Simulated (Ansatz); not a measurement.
The input, for Ansatz 0.2.0:

```yaml
crystal:
  periodic: [false, false, false]
  atoms:
    - {symbol: Al, position_ang: [0.000000, 0.000000, -0.059528]}
    - {symbol: Al, position_ang: [0.000000, 0.000000, -2.419944]}
    - {symbol: H, position_ang: [0.000000, 0.000000, 2.479472]}
basis:
  gaussian: {orbitals: 6-31G}
magnetization: {spin_polarized: false, initial_magnetization: 3}
correlation: {method: fic_mrcisd_q_relaxed, electrons: outside_noble_gas, active_space: {window: {electrons: 7, orbitals: 9}, shells: [{species: Al, l: s, shell: 3}, {species: Al, l: p, shell: 3}, {species: H, l: s, shell: 1}]}}
```

```sh
$ ansatz run in.yaml --threads 1 --pin off --events-out ev --progress --plain --max-ram 2393MiB
```

Task: Roughly how long does this take on 1 thread of Intel Xeon, shared host, and how much host memory?

Result: 21 s wall and 0.33 GiB.

```
540 factors; integrals over basis functions are off by at most 6.8e-8 eV
mean field evaluation 1: about -13175.2371 eV, gradient 4.2e0 eV
mean field evaluation 2: about -13175.2446 eV, gradient 4.3e0 eV
mean field evaluation 4: about -13175.5580 eV, gradient 1.2e0 eV
mean field evaluation 8: about -13175.4586 eV, gradient 2.6e0 eV
mean field evaluation 16: about -13175.8068 eV, gradient 9.1e-7 eV
mean field evaluation 32: about -13175.4879 eV, gradient 3.0e0 eV
mean field evaluation 64: about -13175.3974 eV, gradient 3.1e-1 eV
mean field evaluation 96: about -13173.7229 eV, gradient 5.0e0 eV
mean field evaluation 128: about -13175.4370 eV, gradient 2.6e0 eV
mean field -13175.80676704 eV, -484.2019678062 hartree, gradient 4.8e-6 eV, S^2 3.750000; 16 other end points of the search recorded, 0 dependent functions left out
reference -13175.80676704 eV, -484.2019678062 hartree; 15, 12 occupied and 13, 16 virtual orbitals, 540 factors
state -13178.17130142 eV, -484.2888628418 hartree
contracted CI cycle   1: correlation 0.00000000 eV, 0.0000000000 hartree, residual 3.34e0 eV
contracted CI cycle   2: correlation -0.44460743 eV, -0.0163390217 hartree, residual 8.50e-1 eV
contracted CI cycle   3: correlation -0.46763927 eV, -0.0171854263 hartree, residual 3.50e-1 eV
contracted CI cycle   4: correlation -0.47175584 eV, -0.0173367073 hartree, residual 1.73e-1 eV
contracted CI cycle   5: correlation -0.47290411 eV, -0.0173789056 hartree, residual 1.08e-1 eV
contracted CI cycle   6: correlation -0.47358995 eV, -0.0174041095 hartree, residual 9.56e-2 eV
contracted CI cycle   7: correlation -0.47408321 eV, -0.0174222366 hartree, residual 7.88e-2 eV
contracted CI cycle   8: correlation -0.47430838 eV, -0.0174305113 hartree, residual 4.17e-2 eV
contracted CI cycle   9: correlation -0.47435649 eV, -0.0174322794 hartree, residual 1.95e-2 eV
contracted CI cycle  10: correlation -0.47436764 eV, -0.0174326894 hartree, residual 9.26e-3 eV
contracted CI cycle  11: correlation -0.47437054 eV, -0.0174327958 hartree, residual 4.60e-3 eV
contracted CI cycle  12: correlation -0.47437129 eV, -0.0174328234 hartree, residual 2.48e-3 eV
contracted CI cycle  13: correlation -0.47437152 eV, -0.0174328317 hartree, residual 1.13e-3 eV
state -13178.17130142 eV, -484.2888628418 hartree; corrected -13178.65676785 eV, -484.3067034039 hartree
Total energy: -13178.65676785 eV, -484.3067034039 hartree
Checks for a lower state left out: starts, orbital_swaps
```

Natural occupations: 1.9508 1.7937 1.0058 0.9746 0.9746 0.1856 0.0482 0.0482 0.0185.

For the same geometry and basis full CI lies 2.5 meV higher.
